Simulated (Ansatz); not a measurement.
# BNH4 (triplet): wave-function methods side by side at distance B1–H4 along a hydrogen transfer = 1.194 Å, cc-pVDZ

Aim: climb from Hartree-Fock through coupled cluster and multireference methods for BNH4 (triplet) at one geometry and basis, and see what each rung misses.

The runs use Ansatz 0.2.0, Gaussian basis; cc-pVDZ, correlated electrons: outside noble gas.

The runs, in order: UHF; CCSD(T) on ROHF; CCSD(T) on UHF; BCCD(T) on ROHF; CISD; CCSDT(Q) on ROHF; CCSDT(Q) on UHF; CASSCF and MRCISD+Q, 4 electrons in 4 orbitals; CASSCF and NEVPT2, 4 electrons in 4 orbitals.

## 1. The system

The geometry derives from fragments relaxed apart (PBE0/def2-TZVP) and kept rigid, so it is no stationary point. A hydrogen atom is moved between rigid fragments.

6 atoms, charge 0, spin multiplicity 3.

Atoms are counted from 1 here; the program's logs count them from 0.

Bond lengths: B1–H2 1.193 Å, B1–H3 1.193 Å, B1–H4 1.193 Å, N5–H6 1.040 Å. Angles: H2–B1–H3 120.0°, H2–B1–H4 120.0°, H3–B1–H4 120.0°.

In the tables R marks a restricted open-shell determinant and U an unrestricted one; 'pair' is the active space of 4 electrons in 4 orbitals; correlation energies count from the lowest restricted Hartree-Fock solution.

## 2. UHF

in.yaml reads:

```yaml
crystal:
  periodic: [false, false, false]
  atoms:
    - {symbol: B, position_ang: [-1.486432, 0.035086, 0.000000]}
    - {symbol: H, position_ang: [-2.083165, 1.068657, 0.000000]}
    - {symbol: H, position_ang: [-2.083166, -0.998486, 0.000000]}
    - {symbol: H, position_ang: [-0.292967, 0.035086, 0.000000]}
    - {symbol: N, position_ang: [1.351568, 0.035086, 0.000000]}
    - {symbol: H, position_ang: [1.620650, -0.969141, 0.000000]}
basis:
  gaussian: {orbitals: cc-pVDZ}
magnetization: {spin_polarized: true, initial_magnetization: 2}
hamiltonian: {xc: hf}
output: {orbitals: {seedname: orbitals}}
```

Launch:

```bash
> ansatz run in.yaml --threads 1 --pin off --events-out ev --progress --plain --max-ram 2393MiB
```

The runs that follow: CCSD(T) on ROHF; CCSD(T) on UHF; BCCD(T) on ROHF; CISD; CCSDT(Q) on ROHF; CCSDT(Q) on UHF; CASSCF and MRCISD+Q, 4 electrons in 4 orbitals; CASSCF and NEVPT2, 4 electrons in 4 orbitals.

**Question.** What will the summary of the whole plan be? Wanted: correlation energy, UCCSDT(Q); RMP2 from UCCSDT(Q); UMP2 from UCCSDT(Q); RCCSD from UCCSDT(Q); RCCSD(T) from UCCSDT(Q); UCCSD(T) from UCCSDT(Q); RCCSDT(Q) from UCCSDT(Q); NEVPT2 pair from UCCSDT(Q); MRCISD+Q pair from UCCSDT(Q).

As calculated:

```
                                      quantity                                                                  value
                 correlation energy, UCCSDT(Q)                                                             -7.0784 eV
                           RMP2 from UCCSDT(Q)                                                            +1321.9 meV
                           UMP2 from UCCSDT(Q)                                                            +1318.3 meV
                          RCCSD from UCCSDT(Q)                                                             +137.7 meV
                       RCCSD(T) from UCCSDT(Q)                                                              +27.7 meV
                       UCCSD(T) from UCCSDT(Q)                                                              +26.5 meV
                      RCCSDT(Q) from UCCSDT(Q)                                                               +1.3 meV
                    NEVPT2 pair from UCCSDT(Q)                                                            +1250.7 meV
                  MRCISD+Q pair from UCCSDT(Q)                                                              +20.1 meV
levels of the table within 1 kcal/mol (43 meV)  RCCSD(T), UCCSD(T), BCCD(T), RCCSDT, UCCSDT, RCCSDT(Q), MRCISD+Q pair
                                 T1 diagnostic                                                                  0.018
```

What this shows: RCCSD(T) lands +27.7 meV from the yardstick (0.4 % of the correlation energy). Of the multireference levels listed MRCISD+Q pair comes nearest in total energy (+20.1 meV), which doesn't show that its space is the better one. These misses are within one basis, not against nature; the frozen cores of restricted and unrestricted runs differ, which can shift their rows.
